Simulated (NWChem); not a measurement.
Molecule: benzene (C$_{6}$H$_{6}$); SMILES c1ccccc1

```xyz
12

C      1.3443     0.3800     0.0000
C      0.3430     1.3542     0.0000
C     -1.0013     0.9741     0.0000
C     -1.3443    -0.3800     0.0000
C     -0.3430    -1.3542     0.0000
C      1.0013    -0.9741     0.0000
H      2.3902     0.6758     0.0000
H      0.6099     2.4079     0.0000
H     -1.7804     1.7321     0.0000
H     -2.3902    -0.6758     0.0000
H     -0.6099    -2.4079     0.0000
H      1.7804    -1.7321     0.0000
```
Atoms are numbered in this order, from 1.

Program: NWChem. All runs use the structure optimised with B3LYP/6-31G* (spherical d). Isolated, static molecule.

GIAO at PBE0/pcSseg-1: principal shieldings of C1 are -62.8, 36.7, 176.8 ppm; an isolated tetramethylsilane molecule has σ = 185.2 ppm at the same levels.

Task: Find the isotropic 13C shift, its principal values, the span and the skew.

Result: 
1. σ(iso) = one third of the sum = 50.2 ppm.
2. δ = σ(reference) − σ = 135.0 ppm against tetramethylsilane.
3. δ11, δ22, δ33 = 248.0, 148.5, 8.4 ppm.
4. Span Ω = δ11 − δ33 = 239.6 ppm; skew κ = 3(δ22 − δ(iso))/Ω = 0.17.
